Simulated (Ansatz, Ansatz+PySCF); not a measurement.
```xyz
9

C     0.7964    0.0000    0.0000
C    -0.3982    0.6897    0.0000
C    -0.3982   -0.6897    0.0000
H     1.3452    0.0000    0.8431
H     1.3452    0.0000   -0.8431
H    -0.6726    1.1650   -0.8431
H    -0.6726    1.1650    0.8431
H    -0.6726   -1.1650    0.8431
H    -0.6726   -1.1650   -0.8431
```

RHF-MP2 on singlet C3H6 was run in several spherical basis sets with Ansatz (development build ahead of 0.2.0). Frozen core: 3 orbitals. Caution for RHF-MP2: no unrestricted run beside it, a lower state can exist.

(1) Rank the basis sets by the total energy that they give, lowest first, with the distance from the lowest.
A. def2-TZVP
B. def2-SVP
C. cc-pVDZ
D. 6-31G(d)

## Answers

(1) A (0.00 eV), C (3.45 eV), D (4.42 eV), B (5.73 eV).

Totals follow the description of the cores as much as that of the bonds, so this order isn't one of quality for chemistry.
